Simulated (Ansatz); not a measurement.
The cluster Li₃H₆⁻. The state is a singlet with charge -1. Geometry PBE-D4/def2-TZVPD; atoms count from 1.

```xyz
9

Li    0.6481   -0.3850   -0.9081
Li   -0.0139   -1.8812    0.3487
Li   -0.4535    0.6083    1.3559
H    -1.0201    1.8350    2.4320
H     0.7585   -2.1498   -1.2506
H     1.0776   -0.4701    0.8975
H     0.3686    1.6118   -1.4871
H    -1.0858   -0.4501   -0.1519
H    -0.2795    1.2812   -1.2364
```

In the singlet, H7 and H9 lie 0.77 Å apart (atoms count from 1), so H2 has formed as a molecule. Another isomer (singlet) lies 0.49 eV lower at PBE0-D4/def2-TZVPD; other spin states weren't run for this one.

Estimate the Mulliken populations from the PBE0/def2-TZVPD orbitals of Ansatz.


```
atom  charge (e)
 Li1        0.55
 Li2        0.52
 Li3        0.49
  H4       -0.55
  H5       -0.57
  H6       -0.69
  H7        0.04
  H8       -0.71
  H9       -0.08
```
Mulliken values depend strongly on the basis. With diffuse functions, as here, like atoms can get unlike values, and bond orders can come out too low or too high.
